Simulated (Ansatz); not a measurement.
Ansatz (a quantum-chemistry and plane-wave program) input:

Ansatz 0.2 input:
```yaml
crystal:
  periodic: [false, false, false]
  atoms:
    - {symbol: C, position_ang: [1.16910222, -0.36617596, 0.02828903]}
    - {symbol: C, position_ang: [-0.10408161, 0.53431809, 0.00128847]}
    - {symbol: N, position_ang: [-1.34669152, -0.13737348, 0.07933010]}
    - {symbol: H, position_ang: [2.11280067, 0.21329900, 0.02223681]}
    - {symbol: H, position_ang: [1.14463869, -1.00560646, 0.91783451]}
    - {symbol: H, position_ang: [1.17011329, -1.02478128, -0.84891733]}
    - {symbol: H, position_ang: [0.06656603, 1.21425004, -0.89406259]}
    - {symbol: H, position_ang: [-0.00646576, 1.21717278, 0.86877351]}
    - {symbol: H, position_ang: [-1.45093600, -0.66157262, -0.79864059]}
basis:
  gaussian:
    orbitals: aug-cc-pVDZ
total_charge: -1
magnetization: {spin_polarized: false}
correlation: {method: ccsd_t, electrons: outside_noble_gas}
output: {forces: true}
```

Question: Predict the final energy.

Answer: -134.17587 Eh (CCSD(T)/aug-cc-pVDZ). The basis has 123 functions. The run takes around 60 core-seconds (rough).

It need not be the lowest isomer of its formula. Whether it binds its extra electron was not tested at this geometry.
